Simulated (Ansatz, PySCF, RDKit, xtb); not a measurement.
# Solving AlHSO, step by step

Only the formula AlHSO is given. Aim: find the structure of lowest free energy at 400 K, then its properties.

Plan: many cheap relaxations first (GFN2-xTB), then density-functional screening, relaxation at PBE-D3(BJ)/def2-SVP, vibrations and a final energy. The numbers are computed, not measured.

7 further runs of the same task are left out: 7 set aside as unsound or not needed.

### Step 1. Possible bonding patterns

A program enumerates the bonding patterns with one Lewis structure each (two rings at most, one unusual centre or charged pair), with their diastereomers. O–O, O–halogen and N–halogen bonds and N–N–N chains are not drawn. That gives 9 candidates.

```csv
label,SMILES,spin
c228,O[S][Al],singlet
c230,O=[SH][Al],singlet
c248,[O]1[AlH][S]1,singlet
c389,O[S][Al],triplet
c554,[Al][O]S,singlet
c675,[O-][Al+][SH],singlet
c732,[OH][Al+][S-],singlet
c806,O=[SH][Al],triplet
c933,[Al][O]S,triplet
```

Candidates are built by distance geometry, with a force field where one applies, in up to four conformers (letters a to d). 6 starts with atoms placed at random are added, to find patterns that the rules miss.

**Question.** With final energies at CCSD(T)/def2-TZVPP, which structure will this search put lowest in free energy, and by what margin?

| quantity | value |
| --- | --- |
| lowest structure found | [OH][Al+][S-], singlet, Cs |
| next finalist | [O-][Al+][SH], singlet, 29.2 kcal/mol higher in G |
| share at equilibrium, among the finalists | 100.0 % |
| harmonic wavenumbers, lowest and highest (PBE-D3(BJ)/def2-SVP) | 160 and 3824 cm⁻¹ |
| rotational constants, same geometry | 31.3, 0.1017, 0.1014 cm⁻¹ |
| dipole moment (PBE0/def2-TZVPD) | 4.43 D |
| HOMO energy (PBE0/def2-TZVPD) | -7.05 eV |
| LUMO energy (PBE0/def2-TZVPD) | -2.33 eV |
| HOMO–LUMO gap (PBE0/def2-TZVPD) | 4.72 eV |
| lowest excitation (TD-CAM-B3LYP/def2-SVPD) | 3.43 eV (f = 0.028) |
| strongest of the states computed, same level | 7.06 eV (f = 0.065) |
| lowest triplet excitation, same level, Tamm-Dancoff | 3.00 eV |
| vertical ionisation energy | 9.23 eV |
| vertical electron affinity | 0.81 eV |
| vertical triplet less singlet | +2.94 eV |

The lowest structure found is `[OH][Al+][S-]`. Among the finalists first place is clear (29.2 kcal/mol); structures outside the list aren't covered. HF/STO-3G, r2SCAN-D4/def2-SVP, PBE-D3(BJ)/def2-SVP, HF/def2-TZVPP and MP2/def2-TZVPP already put its bonding pattern lowest among the structures in one piece. A large T1 diagnostic among the finalists warns that one reference determinant may not suffice. It concerns: the finalist [O-][Al+][SH] (singlet). Lowest found is not proven lowest: the search is finite, and each finalist counts with one conformer.
